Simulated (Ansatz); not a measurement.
# BSiH (singlet): from Hartree-Fock to the top rungs at distance Si1–H3 = 1.238 Å, 6-31G

How much of the correlation energy of BSiH (singlet) does each wave-function method recover here?

Method: 6-31G, core rule «outside noble gas», up to 6 orbitals frozen; program: Ansatz 0.2.0, Gaussian basis.

To be run: UHF; CCSD(T) on RHF; CCSD(T) on UHF; BCCD(T) on RHF; CISD; CCSDT(Q) on RHF; CCSDT(Q) on UHF; CISDTQ; CCSDTQ on RHF; CCSDTQ on UHF; CASSCF and MRCISD+Q, 2 electrons in 2 orbitals; CASSCF and NEVPT2, 2 electrons in 2 orbitals; CASSCF and MRCISD+Q, 8 electrons in 9 orbitals; CASSCF and MRCISD+Q(relaxed), 8 electrons in 9 orbitals; CASSCF and NEVPT2, 8 electrons in 9 orbitals; Full CI.

29 further runs of the same task are left out: 12 for a known fault of the program, 13 that didn't finish, 4 set aside as unsound or not needed.

### 1 What is computed

The geometry derives from a PBE0/def2-TZVP stationary point (not a proven minimum). One bond is set to the value named and the two fragments are kept rigid.

3 atoms, charge 0, spin multiplicity 1.

Atoms are counted from 1 here; the program's logs count them from 0.

Bond lengths: Si1–B2 2.039 Å, Si1–H3 1.238 Å. Angles: B2–Si1–H3 180.0°.

### 2 UHF

File in.yaml:

```yaml
crystal:
  periodic: [false, false, false]
  atoms:
    - {symbol: Si, position_ang: [0.000000, 0.000000, 0.266852]}
    - {symbol: B, position_ang: [0.000000, 0.000000, -1.771704]}
    - {symbol: H, position_ang: [0.000000, 0.000000, 1.504852]}
basis:
  gaussian: {orbitals: 6-31G}
magnetization: {spin_polarized: true, initial_magnetization: 0}
hamiltonian: {xc: hf}
output: {orbitals: {seedname: orbitals}}
```

Started as:

```console
> ansatz run in.yaml --threads 1 --pin off --events-out ev --progress --plain --max-ram 2393MiB
```

After this run come: CCSD(T) on RHF; CCSD(T) on UHF; BCCD(T) on RHF; CISD; CCSDT(Q) on RHF; CCSDT(Q) on UHF; CISDTQ; CCSDTQ on RHF; CCSDTQ on UHF; CASSCF and MRCISD+Q, 2 electrons in 2 orbitals; CASSCF and NEVPT2, 2 electrons in 2 orbitals; CASSCF and MRCISD+Q, 8 electrons in 9 orbitals; CASSCF and MRCISD+Q(relaxed), 8 electrons in 9 orbitals; CASSCF and NEVPT2, 8 electrons in 9 orbitals; Full CI.

Q: Predict the results of all the runs planned. Wanted: FCI below the RHF energy; RMP2 from FCI; RCCSD from FCI; RCCSD(T) from FCI; RCCSDT(Q) from FCI; NEVPT2 valence from FCI; MRCISD+Q valence from FCI; MRCISD+Q(relaxed) valence from FCI; T1 diagnostic.

The runs gave:

```
                          quantity                                                                            value
          FCI below the RHF energy                                                                       -3.4591 eV
                     RMP2 from FCI                                                                      +1236.0 meV
                    RCCSD from FCI                                                                       +299.8 meV
                 RCCSD(T) from FCI                                                                       +143.7 meV
                RCCSDT(Q) from FCI                                                                        +20.1 meV
           NEVPT2 valence from FCI                                                                       +249.5 meV
         MRCISD+Q valence from FCI                                                                         +3.2 meV
MRCISD+Q(relaxed) valence from FCI                                                                         -5.3 meV
 levels within 1 kcal/mol (43 meV)  RCCSDT(Q), RCCSDTQ, MRCISD valence, MRCISD+Q valence, MRCISD+Q(relaxed) valence
                     T1 diagnostic                                                                            0.038
    effectively unpaired electrons                                                                             2.14
```

RCCSD(T) misses by +143.7 meV, 4.2 % of the correlation energy. MRCISD+Q(relaxed) valence falls below full CI: the +Q correction isn't variational, and the cores differ from full CI's. The occupations show strong static correlation (2.1 unpaired electrons where one determinant has 0). Of the multireference levels listed MRCISD+Q valence comes nearest in total energy (+3.2 meV), which doesn't show that its space is the better one. Coupled cluster took another determinant than the lowest Hartree-Fock one. These misses are within one basis, not against nature.
